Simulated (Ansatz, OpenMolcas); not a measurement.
**How methods differ on AlCl (aluminium monochloride)**

AlCl: 2 atoms, total charge 0, spin state singlet. SMILES: `[Al][Cl]`. Geometry: the measured bond length.

```xyz
2

Al    0.0000    0.0000    0.0000
Cl    0.0000    0.0000    2.1301
```

Quantity: the energy change with the Al1–Cl2 bond stretched from 2.130 to 4.260 Å, in eV. The values are calculated.

| level | kind | program | value (eV) | CPU time (all runs) |
| --- | --- | --- | --- | --- |
| HF/STO-3G (restricted) | Hartree–Fock | OpenMolcas | 4.61 | 2.5 s |
| SVWN5/STO-3G (restricted) | LDA | OpenMolcas | 4.88 | 7.2 s |
| BLYP/STO-3G (restricted) | GGA | Ansatz | 4.40 | 2.5 s |
| revPBE/STO-3G (restricted) | GGA | Ansatz | 4.42 | 2.5 s |
| r2SCAN/STO-3G (restricted) | meta-GGA | Ansatz | 4.64 | 7.3 s |
| PBE0/STO-3G (restricted) | global hybrid | OpenMolcas | 4.85 | 5.6 s |
| wB97M-V/STO-3G (restricted) | range-separated hybrid | Ansatz | 5.04 | 32 s |
| B2PLYP/STO-3G (restricted) | double hybrid | OpenMolcas | 4.80 | 4.7 s |
| RPA@PBE/STO-3G (restricted) | RPA | Ansatz | 3.76 | 4.5 s |
| CCSD/STO-3G (restricted) | coupled cluster or CI | Ansatz | 4.60 | 0.43 s |

The first shape isn't each level's own minimum. The values span 3.76 to 5.04 eV. All rows use very small basis sets, so even the best lies far from the true value. CPU times are rough (shared hosts, several kinds of processor): they show what a rung costs within a factor of a few.
